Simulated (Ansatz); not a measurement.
# Lead, fcc: convergence with the k-point mesh

Computed with Ansatz, LDA, scalar-relativistic PAW, on the relaxed cell (a = 4.875 Å; spin not included). Errors count from a run at 420 eV on a Γ-centred 18×18×18 mesh with Fermi-Dirac smearing of 0.1 eV, extrapolated to zero width. Fixed here: cutoff 420 eV, Fermi-Dirac width 0.1 eV. The SCF starts from atomic densities corrected by a trained network.

```json
{"k-mesh": "2×2×2", "E(σ→0) error (meV/atom)": "-1785.9", "P (GPa)": "-9.31", "SCF iterations": "6"}
{"k-mesh": "3×3×3", "E(σ→0) error (meV/atom)": "262.1", "P (GPa)": "-1.02", "SCF iterations": "6"}
{"k-mesh": "4×4×4", "E(σ→0) error (meV/atom)": "161.2", "P (GPa)": "-0.22", "SCF iterations": "7"}
{"k-mesh": "5×5×5", "E(σ→0) error (meV/atom)": "23.6", "P (GPa)": "-0.31", "SCF iterations": "6"}
{"k-mesh": "7×7×7", "E(σ→0) error (meV/atom)": "-9.3", "P (GPa)": "0.71", "SCF iterations": "6"}
{"k-mesh": "9×9×9", "E(σ→0) error (meV/atom)": "-20.2", "P (GPa)": "0.05", "SCF iterations": "6"}
{"k-mesh": "12×12×12", "E(σ→0) error (meV/atom)": "11.1", "P (GPa)": "0.39", "SCF iterations": "6"}
{"k-mesh": "16×16×16", "E(σ→0) error (meV/atom)": "-4.6", "P (GPa)": "0.15", "SCF iterations": "6"}
```

Within 5 meV/atom of the last row: from 16×16×16 on.
